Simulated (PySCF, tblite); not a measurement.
Species: C4H3O2 (charge -1).
Atom-mapped SMILES: `[CH2:1]=[C:2]=[CH:3][C:4](=[O:5])[O-:6]` (hydrogens: H7, H8 on C1; H9 on C3)

Structure optimised with GFN2-xTB, isolated species.

Question: What internal coordinates does the optimisation give?

Answer: 
```tsv
bond	length (Å)
C1=C2	1.309
C2=C3	1.280
C3–C4	1.599
C4=O5, C4–O6	1.229
C1–H7, C1–H8	1.081
C3–H9	1.080
```

Bonds in one row agree within 0.01 Å and their mean is given. A selection of angles:
```tsv
angle	degrees
C2–C1–H7	121.9
H7–C1–H8	116.3
C1–C2–C3	174.1
C2–C3–C4	123.0
C2–C3–H9	124.7
C4–C3–H9	112.3
C3–C4–O5	114.3
O5–C4–O6	132.0
```

Dihedral angles: C2–C3–C4–O5 88° (synclinal). The mirror-image conformer, all signs reversed, is as good.

C3 (outer carbon of cumulated double bonds) is planar (angles 124.7°, 123.0° and 112.3°, sum 360.0°, 0.00 Å off the plane of its three neighbours). The 3 C–C bonds span 1.280 Å (C2=C3, drawn double) to 1.599 Å (C3–C4, drawn single), a spread of 0.319 Å. C4 (carboxylate carbon) is planar (angles 132.0°, 114.3° and 113.7°, sum 360.0°, 0.02 Å off the plane of its three neighbours). C1 (outer carbon of cumulated double bonds) is planar (angles 121.9°, 121.8° and 116.3°, sum 360.0°, 0.00 Å off the plane of its three neighbours).

Point group: near Cs, missed by 0.10 Å at most; the miss may be what the optimiser left on a soft mode. Its GFN2-xTB frequencies are all real (lowest 21 cm⁻¹). 2 starts were optimised and ended at 0.00 and 0.05 kcal/mol (GFN2-xTB); the lowest of these is shown.

All values are computed, not measured.
